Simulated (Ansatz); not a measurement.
# OF (Oxygen monofluoride) at 6 levels

Aim: a comparison of 6 runs (U-r2SCAN/STO-3G, U-revPBE/STO-3G, UB3LYP/STO-3G, UBLYP/STO-3G, UPBE/STO-3G, UCCSD(T)/STO-3G) of OF (Oxygen monofluoride). 

The results are computed with Ansatz 0.2.0.

48 further runs of the same task are left out: 7 that didn't finish, 41 set aside as unsound or not needed.

### Step 1. The system as given

OF: 2 atoms, total charge 0, spin state doublet. SMILES: `[O]F`. The F2–O1 distance was set to 1.996 Å, away from the relaxed value.

### Step 2. The energy at U-r2SCAN/STO-3G (run 1)

Contents of input.yaml:

```yaml
crystal:
  periodic: [false, false, false]
  atoms:
    - symbol: O
      position_ang: [0.000000, 0.000000, -0.681100]
    - symbol: F
      position_ang: [-0.000000, -0.000000, 1.314400]
basis:
  gaussian: {orbitals: STO-3G}
magnetization: {spin_polarized: true, initial_magnetization: 1}
hamiltonian: {xc: r2scan}
accuracy: high
```

Started as:

```
ansatz run input.yaml --threads 1 --pin off --max-ram 3480MiB --events-out events.jsonl --progress --plain --runs-dir runs
```

The log of the run:

```text
Warning: RAYON_NUM_THREADS=1 ignored (pool sized by the plan → 1); use --threads N
Functional definition: r2SCAN
  name "r2SCAN"
  parameter k0 = 0.174
  parameter k1 = 0.065
  parameter a1 = 4.9479
  exchange = r2scan_x(k0 = k0, k1 = k1, a1 = a1)
  correlation = r2scan_c
148 factors; integrals over basis functions are off by at most 2.9e-8 eV
mean field evaluation 1: about -4687.2518 eV, gradient 2.0e0 eV
mean field evaluation 2: about -4686.7533 eV, gradient 1.0e1 eV
mean field evaluation 4: about -4687.5470 eV, gradient 1.0e0 eV
mean field evaluation 8: about -4688.3045 eV, gradient 1.1e-1 eV
mean field evaluation 16: about -4688.2870 eV, gradient 1.9e-1 eV
mean field evaluation 32: about -4688.2897 eV, gradient 2.9e-4 eV
mean field evaluation 64: about -4688.2896 eV, gradient 2.5e-8 eV
mean field evaluation 96: about -4688.2252 eV, gradient 4.8e-1 eV
mean field -4688.28968679 eV, -172.2914681528 hartree, gradient 2.5e-8 eV, S^2 1.460558; 11 other end points of the search recorded, 0 dependent functions left out
reference -4688.28968690 eV, -172.2914681568 hartree; 9, 8 occupied and 1, 2 virtual orbitals, 148 factors
Total energy: -4688.28968690 eV, -172.2914681568 hartree
```

Run time: 5.7 s. Hardware: 1 thread of Intel Xeon 6975P-C (Granite Rapids), shared host; peak memory 0.15 GiB.

### Step 3. The energy at U-revPBE/STO-3G (run 2)

Contents of in.yaml:

```yaml
crystal:
  periodic: [false, false, false]
  atoms:
    - {symbol: O, position_ang: [0.000000, 0.000000, -0.681100]}
    - {symbol: F, position_ang: [-0.000000, -0.000000, 1.314400]}
basis:
  gaussian:
    orbitals: STO-3G
magnetization:
  spin_polarized: true
  initial_magnetization: 1
hamiltonian:
  xc: {name: revPBE}
accuracy: high
```

Started as:

```
ansatz run in.yaml --threads 1 --pin off --max-ram 3480MiB --events-out events.jsonl --progress --plain --runs-dir runs
```

The log of the run, cut to the lines that bear on the results:

```text
Warning: RAYON_NUM_THREADS=1 ignored (pool sized by the plan → 1); use --threads N
Functional definition: revPBE
  name "revPBE"
[...]
148 factors; integrals over basis functions are off by at most 2.9e-8 eV
[...]
mean field -4688.40889130 eV, -172.2958488376 hartree, gradient 9.7e-9 eV, S^2 1.446748; 20 other end points of the search recorded, 0 dependent functions left out
reference -4688.40889197 eV, -172.2958488623 hartree; 9, 8 occupied and 1, 2 virtual orbitals, 148 factors
Total energy: -4688.40889197 eV, -172.2958488623 hartree
```

Run time: 1.7 s. Hardware: 1 thread of Intel Xeon 6975P-C (Granite Rapids), shared host.

Runs 3 to 5 aren't shown in full; the table further down has their settings and results.

### Step 4. The energy at UCCSD(T)/STO-3G (run 6)

Contents of input.yaml:

```yaml
crystal:
  periodic: [false, false, false]
  atoms:
    - {symbol: O, position_ang: [0.000000, 0.000000, -0.681100]}
    - {symbol: F, position_ang: [-0.000000, -0.000000, 1.314400]}
basis:
  gaussian: {orbitals: STO-3G}
magnetization: {spin_polarized: true, initial_magnetization: 1}
correlation: {method: ccsd_t, frozen_orbitals: {F: 1, O: 1}}
accuracy: high
scf: {omitted_lower_state_checks: [cluster_reference, increment]}
```

Started as:

```
ansatz run input.yaml --threads 1 --pin off --max-ram 3480MiB --events-out events.jsonl --progress --plain --runs-dir runs
```

The log of the run:

```text
Warning: RAYON_NUM_THREADS=1 ignored (pool sized by the plan → 1); use --threads N
[... 19 lines left out ...]
2 core orbitals not correlated: weight in the atoms' cores, before any rotation towards them, 1.000 or more for the frozen orbitals, at most 0.000 for the correlated occupied ones
[... 71 lines left out ...]
WARN: these amplitudes may be one of several solutions (largest doubles amplitude 0.54, level shift 0.00 eV)
Total energy: -4674.95301242 eV, -171.8013544095 hartree
Checks for a lower state left out: cluster_reference, increment
```

It took 0.24 s on 1 thread of Intel Xeon 6975P-C (Granite Rapids), shared host.

### Step 5. All runs side by side

```tsv
run	level	frozen core orbitals	energy (Eh)	⟨S²⟩	wall time
1	U-r2SCAN/STO-3G	–	-172.291468	1.461	5.7 s
2	U-revPBE/STO-3G	–	-172.295849	1.447	1.7 s
3	UB3LYP/STO-3G	–	-172.325765	1.483	0.72 s
4	UBLYP/STO-3G	–	-172.284003	1.414	1.7 s
5	UPBE/STO-3G	–	-172.157279	1.448	1.8 s
6	UCCSD(T)/STO-3G	2	-171.801354	1.699	0.24 s
```

### Step 6. Outcome

```
                                          quantity          value
                               run 6: total energy  -171.80135 Eh
run 6: correlation energy (2 core orbitals frozen)       -9.9 mEh
                             run 6: (T) correction      -0.02 mEh
          run 6: ⟨S²⟩ of the reference determinant          1.699
                              run 6: T1 diagnostic          0.036
```

What this shows: Totals of different functionals can't be ranked against each other. In runs 1, 2, 3, 4, 5, 6 the basis is minimal, so the values are rough. Spin contamination of the reference: run 6 ⟨S²⟩ = 1.70, run 3 ⟨S²⟩ = 1.48, run 1 ⟨S²⟩ = 1.46, run 5 ⟨S²⟩ = 1.45, run 2 ⟨S²⟩ = 1.45, run 4 ⟨S²⟩ = 1.41. Where it is this large, the reference is a mixture of spin states, and values that rest on it are in doubt. All runs together took 12 s, the longest 5.7 s.
